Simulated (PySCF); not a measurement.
# A complex of hydrogen fluoride and thioformaldehyde

A gas-phase complex of hydrogen fluoride and thioformaldehyde; neutral, singlet. The structure comes from a short search (a few tight-binding starts) and was relaxed by PBE0-D3(BJ)/def2-SVPD; another way of binding may lie lower. No frequency run checks that it is a minimum.

```csv
part,name,SMILES,atoms,charge,multiplicity
1,hydrogen fluoride,F,1–2,0,1
2,thioformaldehyde,C=S,3–6,0,1
```

```xyz
6

F     0.228   -0.022   -0.358
H    -0.704   -0.071   -0.237
C    -2.834    1.263   -1.413
S    -2.840    0.128   -0.270
H    -1.902    1.633   -1.861
H    -3.767    1.706   -1.783
```
Atoms count from 1 in this order.

```json
{"contact": "H2···S4", "kind (by geometry)": "hydrogen bond", "distance (Å)": "2.146", "angle (°)": "168"}
```

Interaction energies are complex less parts, with the parts frozen as they stand in it; counterpoise-corrected, in kcal/mol (PySCF). The CCSD(T) estimate is Hartree-Fock/aug-cc-pVTZ, plus the MP2 correlation part extrapolated as X⁻³ from aug-cc-pVDZ and aug-cc-pVTZ, plus CCSD(T) less MP2 in aug-cc-pVDZ; noble-gas cores are frozen. It isn't the exact limit.

Give the interaction energy at each level run.


| level | interaction | superposition error removed |
| --- | --- | --- |
| Hartree-Fock/aug-cc-pVTZ | -4.31 | - |
| MP2/aug-cc-pVTZ | -6.21 | -0.74 |
| CCSD(T), estimated basis limit | -6.36 | - |

What holds them together? Decompose the MP2/aug-cc-pVTZ energy: frozen parts, their antisymmetrised product, then relaxation.

electrostatic -10.8, Pauli repulsion +13.0, orbital relaxation -6.7, correlation -2.6 kcal/mol, which sum to the value before the counterpoise correction, the first three by Hartree-Fock. Of the attraction, 54 % is electrostatic, 33 % is orbital relaxation, 13 % is correlation.
